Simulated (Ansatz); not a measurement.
HBSi, singlet: stretch scan

Starting geometry (PBE0/def2-TZVP stationary point for this spin, not checked as a minimum):

```json
{"atom": "Si", "x (Å)": "0.0000", "y (Å)": "0.0000", "z (Å)": "1.6588"}
{"atom": "B", "x (Å)": "0.0000", "y (Å)": "0.0000", "z (Å)": "-0.2364"}
{"atom": "H", "x (Å)": "0.0000", "y (Å)": "0.0000", "z (Å)": "-1.4224"}
```

From there B2, H3 move together along the line of the two atoms named below, all else staying in place; atoms are numbered as listed. Energies are in kJ/mol, counted from the starting geometry at the same level. Kohn–Sham curves are unrestricted where that lies lower, except RKS.

Basis 6-31G; Ansatz 0.2.0. Only valence electrons are correlated (noble-gas cores frozen).

The determinant fills πx and πy unequally, so it is a mixture of Σ and Δ, which weighs on every level built on one determinant. The reference follows the lowest state, whose symmetry changes along the scan.

Full CI is exact within this basis and frozen core; it isn't the basis-set limit.

```tsv
distance Si1-B2 (Å)	RKS PBE0
1.479	357.9
1.740	42.2
1.895	0.0
2.078	13.8
2.357	91.2
2.593	169.7
2.988	283.1
3.529	374.2
4.222	415.4
5.189	430.1
6.517	434.1
```

Question: Estimate the full CI curve in 6-31G from this one, knowing how RKS PBE0 errs.

Answer: The computed full CI values, in kJ/mol from the starting point, and the error of RKS PBE0 against them:
```
distance Si1-B2 (Å)  full CI  RKS PBE0 less full CI
              1.479    383.9                  -26.0
              1.740     52.1                   -9.9
              1.895      0.0                    0.0
              2.078      1.1                   12.7
              2.357     58.3                   32.9
              2.593    121.0                   48.7
              2.988    215.5                   67.7
              3.529    296.2                   78.0
              4.222    333.9                   81.5
              5.189    343.8                   86.3
              6.517    344.8                   89.3
```

RKS PBE0 keeps both spins in the same orbitals, so it can't give open-shell fragments and ends 89.3 kJ/mol too high at 6.517 Å.

In so small a basis the reference is far from its limit while semilocal and hybrid functionals are nearer theirs, so the functionals' errors here hold much of the reference's basis and frozen-core error, which can add to them or hide them.
